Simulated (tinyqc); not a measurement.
ROHF in the sto-3g basis, for LiH, spin multiplicity 3, step by step. This run ends on a higher stationary point, not on the lowest solution. One step of it, computed by the program tinyqc.

Task: Iteration 3: diagonalisation and new density. Diagonalise F' = X^T F X, C = X C', fill 3 alpha and 1 beta electrons from the bottom; D(s) = C_occ C_occ^T. Each column has its largest component positive (the first on a tie).

effective F (hartree):
```
            1Li 1s     1Li 2s    1Li 2px    1Li 2py    1Li 2pz      2H 1s
1Li 1s   -2.327765  -0.642105   0.000000   0.000000   0.001390  -0.082460
1Li 2s   -0.642105  -0.111057   0.000000   0.000000  -0.023206  -0.129980
1Li 2px   0.000000   0.000000   0.065824  -0.006507   0.000000   0.000000
1Li 2py   0.000000   0.000000  -0.006507   0.179381   0.000000   0.000000
1Li 2pz   0.001390  -0.023206   0.000000   0.000000   0.139341  -0.146110
2H 1s    -0.082460  -0.129980   0.000000   0.000000  -0.146110  -0.182066
```

X:
```
            1Li 1s     1Li 2s   1Li 2px   1Li 2py    1Li 2pz      2H 1s
1Li 1s    1.023436  -0.130360  0.000000  0.000000  -0.007086   0.017653
1Li 2s   -0.130360   1.070039  0.000000  0.000000   0.064693  -0.192716
1Li 2px   0.000000   0.000000  1.000000  0.000000   0.000000   0.000000
1Li 2py   0.000000   0.000000  0.000000  1.000000   0.000000   0.000000
1Li 2pz  -0.007086   0.064693  0.000000  0.000000   1.088561  -0.264835
2H 1s     0.017653  -0.192716  0.000000  0.000000  -0.264835   1.134174
```

Give: F' = X^T F X; orbital energies; coefficients C; D(alpha) after iteration 3; D(beta) after iteration 3.

Result:

F' = X^T F X (hartree):
```
         1        2        3        4        5        6
1  -2.2712  -0.3767   0.0000   0.0000  -0.0060   0.0045
2  -0.3767   0.0561   0.0000   0.0000   0.0423  -0.1240
3   0.0000   0.0000   0.0658  -0.0065   0.0000   0.0000
4   0.0000   0.0000  -0.0065   0.1794   0.0000   0.0000
5  -0.0060   0.0423   0.0000   0.0000   0.2375  -0.1859
6   0.0045  -0.1240   0.0000   0.0000  -0.1859  -0.0860
```

orbital energies (hartree): MO1 -2.3307, MO2 -0.2002, MO3 0.0655, MO4 0.1094, MO5 0.1798, MO6 0.3580

coefficients C:
```
             MO1      MO2     MO3      MO4      MO5      MO6
1Li 1s    0.9906  -0.0791  0.0000  -0.2518   0.0000  -0.1175
1Li 2s    0.0371   0.1736  0.0000   0.9402   0.0000   0.5365
1Li 2px   0.0000   0.0000  0.9984   0.0000  -0.0570   0.0000
1Li 2py   0.0000   0.0000  0.0570   0.0000   0.9984   0.0000
1Li 2pz   0.0016   0.1631  0.0000  -0.4142   0.0000   1.0301
2H 1s    -0.0051   0.8576  0.0000  -0.1790   0.0000  -0.7914
```

D(alpha) after iteration 3:
```
          1Li 1s  1Li 2s  1Li 2px  1Li 2py  1Li 2pz    2H 1s
1Li 1s    0.9876  0.0230   0.0000   0.0000  -0.0113  -0.0730
1Li 2s    0.0230  0.0315   0.0000   0.0000   0.0284   0.1487
1Li 2px   0.0000  0.0000   0.9967   0.0569   0.0000   0.0000
1Li 2py   0.0000  0.0000   0.0569   0.0033   0.0000   0.0000
1Li 2pz  -0.0113  0.0284   0.0000   0.0000   0.0266   0.1399
2H 1s    -0.0730  0.1487   0.0000   0.0000   0.1399   0.7356
```

D(beta) after iteration 3:
```
          1Li 1s   1Li 2s  1Li 2px  1Li 2py  1Li 2pz    2H 1s
1Li 1s    0.9813   0.0368   0.0000   0.0000   0.0016  -0.0051
1Li 2s    0.0368   0.0014   0.0000   0.0000   0.0001  -0.0002
1Li 2px   0.0000   0.0000   0.0000   0.0000   0.0000   0.0000
1Li 2py   0.0000   0.0000   0.0000   0.0000   0.0000   0.0000
1Li 2pz   0.0016   0.0001   0.0000   0.0000   0.0000   0.0000
2H 1s    -0.0051  -0.0002   0.0000   0.0000   0.0000   0.0000
```
